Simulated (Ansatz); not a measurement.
A made-up structure of AlSiH4 (charge -1), singlet:

```xyz
6
angstrom
Al -0.3060 -1.0069 -0.0908
Si 0.6391 1.0980 0.3821
H 1.6602 0.2563 0.8972
H 0.3958 -2.1121 -1.0594
H 1.1202 1.7222 -0.9139
H -0.4641 2.0489 0.8053
```

It is relaxed with PBE-D4/def2-SVPD and then PBE0-D4/def2-TZVPD (Ansatz 0.2.0). Atoms count as bonded within 1.22 times the sum of their covalent radii (H–H: 0.88 Å). The end point is not checked to be a true minimum.

**Question.** Does its bonding change? (Judge from chemistry; the calculation decides.)

**Answer.** Computed: No: no bond forms or breaks.

Where it ends: The first stage lowers the energy by 1.57 eV in 10 steps. It ends as AlSiH₄ ([AlH][SiH3]), total charge -1:
Al1  (-0.797, -1.297, -0.254)
Si2  (0.528, 0.867, 0.230)
H3  (1.785, 0.696, 1.063)
H4  (0.605, -1.866, -0.995)
H5  (1.066, 1.595, -0.988)
H6  (-0.141, 2.012, 0.966)
(Å)

Labels in which every atom is bracketed show which atoms are joined, not bond orders.

For scale, one of the runs: PBE0-D4/def2-TZVPD relaxation, 122 basis functions, launched by `ansatz run in.yaml --threads 2 --pin off --events-out ev --progress --plain --max-ram 4352MiB`. Hardware: 2 CPU threads of an Arm Neoverse V1, shared host. Wall time about 24 s.
